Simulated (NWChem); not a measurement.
## Basis-set convergence for chloroform (CHCl₃)

SMILES: ClC(Cl)Cl
```xyz
5

Cl     0.8523    -0.0666     1.4736
C     -0.0093     0.4535     0.0000
Cl     0.8523    -0.0666    -1.4736
Cl    -1.6995    -0.1185     0.0000
H     -0.0317     1.5565     0.0000
```
Charge 0, spin multiplicity 1.

The numbers come from NWChem runs, not from measurements. Structure: optimised with PBE/def2-SVP, a minimum by its harmonic frequencies.

Quantity: vertical ionisation energy at the level ΔPBE (Δ: difference of total energies, the cation a doublet at the parent's geometry with its hole in an orbital of symmetry a" (Cs labels); it is the state that the SCF runs reached, from PBE0 orbitals for Hartree-Fock references, and need not be the lowest).

The Pople sets run with spherical d functions. No SCF solution was tested for a lower state.

The cost column gives rough processor time relative to 6-31G*; each entry includes its own SCF.

```tsv
basis	functions	vertical ionisation energy (eV)	relative cost
6-31G*	70	10.63	1
cc-pVDZ	73	___	under 3
def2-SVP	73	10.50	under 3
aug-pcseg-1	113	___	under 3
6-311++G**	119	___	5
cc-pVTZ	146	10.60	5
```

Some entries are withheld; supply them.


- cc-pVDZ, vertical ionisation energy (eV): 10.57
- aug-pcseg-1, vertical ionisation energy (eV): 10.69
- 6-311++G**, vertical ionisation energy (eV): 10.71
